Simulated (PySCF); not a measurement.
Record of a relaxation.

Compound: C₃H₂FOP.
Bonds: F1–C2, C2–C3 (aromatic), C3–P4 (aromatic), P4–C5 (aromatic), C5–O6 (aromatic), C2–O6 (aromatic). Hydrogens: H7 on C3; H8 on C5.

Method: PySCF, PBE0-D3(BJ)/def2-SVP geometry optimisation, gas phase; density fitting, grid level 1; the optimiser is geomeTRIC in internal coordinates, started from a GFN2-xTB structure with every atom displaced at random (about 0.01 Å). The frame can shift and turn from step to step; on so coarse a grid that alone can change the energy by a few meV, and forces under 0.02 eV/Å are noise.

Step 0: E = -17174.3526 eV, largest atomic force 2.521 eV/Å
```
atom  x, y, z in Å  |  force x, y, z in eV/Å
F1     -1.468    1.659    0.507   -0.169   0.623  -0.020
C2     -0.649    0.657    0.433   -0.325  -0.344   0.059
C3     -0.951   -0.655    0.553    2.486   0.264  -0.322
P4      0.592   -1.591    0.385   -0.827  -0.249   0.064
C5      1.378   -0.119    0.158    0.716   0.509  -0.047
O6      0.616    1.002    0.215   -0.110  -0.355  -0.012
H7     -1.905   -1.042    0.739   -1.607  -0.546   0.279
H8      2.442    0.070   -0.009   -0.165   0.099  -0.001
```

Step 1: E = -17174.3736 eV, largest atomic force 0.875 eV/Å
```
atom  x, y, z in Å  |  force x, y, z in eV/Å
F1     -1.134    1.666    1.744    0.157  -0.317  -0.019
C2     -0.474    0.665    1.210    0.166   0.282   0.146
C3     -0.745   -0.662    1.202   -0.801   0.129  -0.329
P4      0.442   -1.488    0.164    0.237  -0.235   0.155
C5      1.241    0.008   -0.022   -0.456   0.038  -0.039
O6      0.628    1.054    0.579   -0.003   0.066   0.004
H7     -1.696   -1.066    1.582    0.490   0.042   0.055
H8      2.098    0.295   -0.623    0.210  -0.004   0.027
```

Step 2: E = -17174.4115 eV, largest atomic force 0.328 eV/Å
```
atom  x, y, z in Å  |  force x, y, z in eV/Å
F1     -1.119    1.654    1.779    0.091  -0.023  -0.053
C2     -0.473    0.676    1.199   -0.089  -0.018   0.136
C3     -0.764   -0.645    1.164   -0.302   0.021  -0.126
P4      0.457   -1.506    0.192   -0.006   0.168   0.024
C5      1.216    0.006   -0.035    0.188   0.063  -0.105
O6      0.623    1.067    0.561   -0.077  -0.164  -0.051
H7     -1.682   -1.059    1.584    0.145  -0.013   0.123
H8      2.101    0.280   -0.609    0.052  -0.034   0.052
```

Step 3: E = -17174.4202 eV, largest atomic force 0.304 eV/Å
```
atom  x, y, z in Å  |  force x, y, z in eV/Å
F1     -1.100    1.652    1.794   -0.040   0.097  -0.032
C2     -0.489    0.675    1.183    0.060  -0.008  -0.001
C3     -0.798   -0.640    1.140    0.252   0.034  -0.167
P4      0.443   -1.489    0.179   -0.001  -0.144  -0.034
C5      1.221    0.011   -0.052   -0.157  -0.043   0.115
O6      0.604    1.062    0.535    0.079   0.109   0.062
H7     -1.664   -1.072    1.631   -0.095  -0.051   0.054
H8      2.143    0.273   -0.575   -0.099   0.006   0.004
```

Step 4: E = -17174.4242 eV, largest atomic force 0.105 eV/Å
```
atom  x, y, z in Å  |  force x, y, z in eV/Å
F1     -1.104    1.663    1.781   -0.056  -0.038   0.018
C2     -0.487    0.677    1.189    0.081  -0.007  -0.017
C3     -0.787   -0.642    1.139   -0.079   0.017   0.019
P4      0.443   -1.497    0.171   -0.014   0.038   0.044
C5      1.215    0.008   -0.043    0.020   0.044  -0.011
O6      0.610    1.063    0.549    0.083  -0.044  -0.048
H7     -1.658   -1.075    1.626   -0.029  -0.013   0.010
H8      2.127    0.274   -0.577   -0.005   0.003  -0.015
```

Step 5: E = -17174.4243 eV, largest atomic force 0.078 eV/Å
```
atom  x, y, z in Å  |  force x, y, z in eV/Å
F1     -1.113    1.654    1.780    0.049   0.040  -0.006
C2     -0.480    0.676    1.191   -0.068  -0.008   0.038
C3     -0.788   -0.641    1.142    0.014   0.000  -0.022
P4      0.445   -1.495    0.178   -0.008  -0.009  -0.013
C5      1.219    0.009   -0.042    0.024  -0.022   0.001
O6      0.619    1.064    0.553   -0.072  -0.011   0.005
H7     -1.666   -1.070    1.622    0.032   0.017  -0.004
H8      2.122    0.276   -0.588    0.027  -0.006   0.001
```

Step 6: E = -17174.4250 eV, largest atomic force under 0.02 eV/Å
```
atom  x, y, z in Å  |  force x, y, z in eV/Å
F1     -1.108    1.658    1.783    0.006   0.005  -0.004
C2     -0.483    0.676    1.190    0.004   0.003  -0.010
C3     -0.789   -0.641    1.139   -0.002  -0.001   0.002
P4      0.445   -1.495    0.176   -0.012  -0.007   0.000
C5      1.218    0.009   -0.043   -0.008   0.000   0.008
O6      0.613    1.063    0.549    0.012   0.002   0.000
H7     -1.663   -1.072    1.624    0.001   0.000   0.002
H8      2.126    0.275   -0.584   -0.001   0.000   0.001
```

Step 7: E = -17174.4250 eV, largest atomic force under 0.02 eV/Å
```
atom  x, y, z in Å  |  force x, y, z in eV/Å
F1     -1.108    1.658    1.782    0.005   0.010  -0.003
C2     -0.483    0.676    1.189   -0.001  -0.001   0.005
C3     -0.789   -0.641    1.139    0.000   0.005  -0.005
P4      0.444   -1.495    0.175   -0.008  -0.003   0.008
C5      1.218    0.009   -0.043    0.005  -0.003  -0.004
O6      0.614    1.063    0.549    0.003  -0.006   0.001
H7     -1.662   -1.072    1.626   -0.003   0.001   0.000
H8      2.126    0.275   -0.582   -0.001  -0.001  -0.001
```

Task: Summarise the path.

Result: The energy falls by 1.67 kcal/mol from step 0 to step 7; nine tenths of that is first reached at step 3. It never rises by more than 0.2 meV. The largest force goes from 2.521 to under 0.02 eV/Å. Among the bonds C3–H7 changes most, from 1.046 to 1.088 Å; the atoms move by 0.023 Å rms after alignment.

Task: Follow the three bonds and two angles with the largest change from start to end.

Result: 
| step | E above end (kcal/mol) | largest force (eV/Å) | C3–H7 (Å) | C3–P4 (Å) | P4–C5 (Å) | F1–C2–C3 (°) | P4–C5–H8 (°) |
| --- | --- | --- | --- | --- | --- | --- | --- |
| 0 | 1.67 | 2.521 | 1.046 | 1.812 | 1.684 | 127.1 | 128.8 |
| 1 | 1.19 | 0.875 | 1.101 | 1.780 | 1.706 | 130.5 | 131.5 |
| 2 | 0.31 | 0.328 | 1.091 | 1.782 | 1.707 | 129.4 | 130.8 |
| 3 | 0.11 | 0.304 | 1.085 | 1.785 | 1.706 | 129.5 | 131.4 |
| 4 | 0.02 | 0.105 | 1.088 | 1.784 | 1.705 | 130.4 | 131.0 |
| 5 | 0.02 | 0.078 | 1.089 | 1.783 | 1.706 | 129.4 | 131.1 |
| 6 | 0.00 | under 0.02 | 1.089 | 1.784 | 1.706 | 129.8 | 131.1 |
| 7 | 0.00 | under 0.02 | 1.088 | 1.784 | 1.706 | 129.8 | 131.0 |

What follows is the cost of the whole optimisation. The run took 24 s wall on an Arm Neoverse V1 with one thread, shared host with 32 logical CPUs at a one-minute load of 9.7, and the process peaked at 0.41 GiB of memory.
